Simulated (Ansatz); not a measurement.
**[SiPH4]− (SMILES [SiH2-]P) at PBE/STO-3G**

Aim: the vertical singlet–triplet gap of [SiPH4]− at PBE/STO-3G, from 2 runs. 

The calculation is run with Ansatz 0.2.0.

## (1) The system as given

The species is [SiPH4]− (6 atoms), meant as a singlet with charge -1. As SMILES, `[SiH2-]P`. The shape is that of a GFN2-xTB optimisation. This is one conformer, not always the lowest.

Bond lengths: Si1–P2 2.225 Å, Si1–H3 1.503 Å, Si1–H4 1.503 Å, P2–H5 1.375 Å, P2–H6 1.375 Å. Angles: Si1–P2–H5 94.0°, Si1–P2–H6 94.1°, P2–Si1–H3 96.4°, P2–Si1–H4 96.5°, H5–P2–H6 91.3°, H3–Si1–H4 96.7°.

## (2) A single-point energy at PBE/STO-3G

File run.yaml:

```yaml
crystal:
  periodic: [false, false, false]
  atoms:
    - symbol: Si
      position_ang: [0.357650, -1.019850, -0.132620]
    - symbol: P
      position_ang: [-0.355230, 1.071380, 0.132600]
    - symbol: H
      position_ang: [-0.387090, -1.600590, 1.036860]
    - symbol: H
      position_ang: [-0.642080, -1.408110, -1.185860]
    - symbol: H
      position_ang: [0.407400, 1.565440, -0.899820]
    - symbol: H
      position_ang: [0.619350, 1.391730, 1.048840]
basis:
  gaussian:
    orbitals: STO-3G
total_charge: -1
hamiltonian:
  xc: {name: PBE}
accuracy: high
```

On the command line:

```console
$ ansatz run run.yaml --threads 1 --pin off --max-ram 2610MiB --events-out events.jsonl --progress --plain --runs-dir runs
```

Log:

```text
Warning: RAYON_NUM_THREADS=1 ignored (pool sized by the plan → 1); use --threads N
Functional definition: PBE
  name "PBE"
  parameter kappa = 0.804
  parameter beta = 0.06672455060314922
  exchange = pbe_x(kappa = kappa, mu = beta*pi^2/3)
  correlation = pbe_c(beta = beta)
393 factors; integrals over basis functions are off by at most 2.7e-9 eV
mean field evaluation 1: about -17019.1514 eV, gradient 1.8e1 eV
mean field evaluation 2: about -17019.2194 eV, gradient 1.7e1 eV
mean field evaluation 4: about -17020.4820 eV, gradient 6.2e-1 eV
mean field evaluation 8: about -17020.4426 eV, gradient 8.9e-3 eV
mean field evaluation 16: about -17020.4426 eV, gradient 5.5e-8 eV
mean field -17020.44257821 eV, -625.4897278790 hartree, gradient 5.5e-8 eV, S^2 0.000000; 0 other end points of the search recorded, 0 dependent functions left out
reference -17020.44258011 eV, -625.4897279488 hartree; 17, 17 occupied and 5, 5 virtual orbitals, 393 factors
Total energy: -17020.44258011 eV, -625.4897279488 hartree
```

Run time: 0.83 s. Hardware: 1 thread of AMD EPYC 9R14 (Zen 4), shared host; peak memory 0.12 GiB.

## (3) The triplet, same level

run.yaml, as its differences from that of step 2:

```diff
@@ -1 +1,4 @@
+basis:
+  gaussian:
+    orbitals: STO-3G
 crystal:
@@ -15,8 +18,8 @@
       position_ang: [0.619350, 1.391730, 1.048840]
-basis:
-  gaussian:
-    orbitals: STO-3G
 total_charge: -1
+magnetization:
+  spin_polarized: true
+  initial_magnetization: 2
 hamiltonian:
-  xc: {name: PBE}
+  xc: pbe
 accuracy: high
```

On the command line:

```console
$ ansatz run run.yaml --threads 1 --pin off --max-ram 2610MiB --events-out events.jsonl --progress --plain --runs-dir runs
```

Log:

```text
Warning: RAYON_NUM_THREADS=1 ignored (pool sized by the plan → 1); use --threads N
Functional definition: PBE
  name "PBE"
  parameter kappa = 0.804
  parameter beta = 0.06672455060314922
  exchange = pbe_x(kappa = kappa, mu = beta*pi^2/3)
  correlation = pbe_c(beta = beta)
393 factors; integrals over basis functions are off by at most 2.7e-9 eV
mean field evaluation 1: about -17011.3864 eV, gradient 1.4e1 eV
mean field evaluation 2: about -17010.8420 eV, gradient 1.8e1 eV
mean field evaluation 4: about -17013.9416 eV, gradient 1.6e0 eV
mean field evaluation 8: about -17013.9423 eV, gradient 3.9e-2 eV
mean field evaluation 16: about -17013.9424 eV, gradient 3.7e-6 eV
mean field evaluation 32: about -17013.3630 eV, gradient 2.5e-1 eV
mean field -17013.94235653 eV, -625.2508491381 hartree, gradient 3.2e-8 eV, S^2 2.001849; 3 other end points of the search recorded, 0 dependent functions left out
reference -17013.94235843 eV, -625.2508492079 hartree; 18, 16 occupied and 4, 6 virtual orbitals, 393 factors
Total energy: -17013.94235843 eV, -625.2508492079 hartree
```

Wall time 1.8 s (1 thread of AMD EPYC 9R14 (Zen 4), shared host); peak memory 0.16 GiB.

## (4) Summary of results

Level: PBE/STO-3G.

| quantity | value |
| --- | --- |
| singlet: total energy | -625.48973 Eh |
| triplet: total energy | -625.25085 Eh |
| triplet: ⟨S²⟩ | 2.002 |
| vertical energy of the triplet above the singlet | 6.500 eV |

In words: At this shape the triplet lies 6.50 eV (627 kJ/mol) above the singlet. For an anion a state so high probably lies above electron detachment. In a minimal basis such a difference can be off by several eV, whatever the method.
